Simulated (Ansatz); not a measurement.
CH₃AlO, SMILES [CH3][Al]=[O], a composite energy at a relaxed geometry

Program: Ansatz's Python interface.

Input file `ch3alo.xyz`:
```text
6

C    -0.41799    0.50419   -0.31872
Al    0.72762   -0.87886    0.55535
O     1.62646   -1.96344    1.24287
H     0.05068    1.49358   -0.27420
H    -1.39650    0.57875    0.16861
H    -0.59026    0.26579   -1.37391
```

The cells in order, each with its output:

```python
import ansatz as az
import numpy as np
```

```python
system = az.Crystal.molecule_from_extxyz("ch3alo.xyz")
```

```python
model = (
    system.calculation()
    .basis(gaussian="def2-SVP")
    .functional("pbe0", dispersion="d4")
)
symbols = [site.symbol for site in system.cartesian_sites]
start = np.array([site.position_ang for site in system.cartesian_sites], dtype=float)
rep = model.relax(force_tolerance=0.01).run(threads=1).report
end = np.array(rep["positions_ang"])
print("final positions (A) and the move of each atom")
for symbol, xyz, old in zip(symbols, end, start):
    print(f"{symbol:2s} {xyz[0]:10.5f} {xyz[1]:10.5f} {xyz[2]:10.5f}   {np.linalg.norm(xyz - old):7.4f}")
```

    final positions (A) and the move of each atom
    C    -0.41249    0.49813   -0.31532    0.0089
    Al    0.69780   -0.84269    0.53340    0.0518
    O     1.61697   -1.95269    1.23605    0.0159
    H     0.06829    1.48712   -0.26392    0.0214
    H    -1.39142    0.56200    0.18416    0.0234
    H    -0.57914    0.24813   -1.37437    0.0209

```python
minimum = az.Crystal.molecule()
for symbol, place in zip(symbols, end):
    minimum = minimum.atom(symbol, place.tolist())
at_minimum = minimum.calculation()
# MP2 extrapolated to the basis limit, plus the small-basis difference CCSD(T) - MP2
level = lambda method, basis: at_minimum.basis(gaussian=basis).correlation(method).run(threads=1).report
small, large, cluster = level("mp2", "cc-pVDZ"), level("mp2", "cc-pVTZ"), level("ccsd_t", "cc-pVDZ")
corr = lambda each: (each["free_energy_ev"] - each["reference_energy_ev"]) / 27.211386246
mp2_limit = (27 * corr(large) - 8 * corr(small)) / 19
pieces = {"HF / cc-pVTZ": large["reference_energy_ev"] / 27.211386246, "MP2 correlation, DZ-TZ limit": mp2_limit, "CCSD(T) - MP2 / cc-pVDZ": corr(cluster) - corr(small)}
for name, value in pieces.items():
    print(f"{name:32s} {value:14.6f} Ha")
print(f"{'sum':32s} {sum(pieces.values()):14.6f} Ha")
print("T1 diagnostic", round(cluster["correlation"]["coupled_cluster"]["t1_diagnostic"], 4))
```

    HF / cc-pVTZ                        -356.426432 Ha
    MP2 correlation, DZ-TZ limit          -0.546090 Ha
    CCSD(T) - MP2 / cc-pVDZ               -0.029765 Ha
    sum                                 -357.002287 Ha
    T1 diagnostic 0.0284

Notes:
- Total energies depend on the basis set; only differences at equal settings carry meaning.
- The sum leaves out core correlation, relativity, the Hartree-Fock basis error and zero-point energy; a DZ-TZ extrapolation is rough.
- Inner cores stay frozen, so this is valence correlation.
- For Al to Cl the sets with a tight d function, cc-pV(X+d)Z, are usual.
- An extrapolation from small basis sets is rough.
- Run time: 14 s on 1 thread of Arm Neoverse V2 (shared host), peak memory 0.26 GiB.
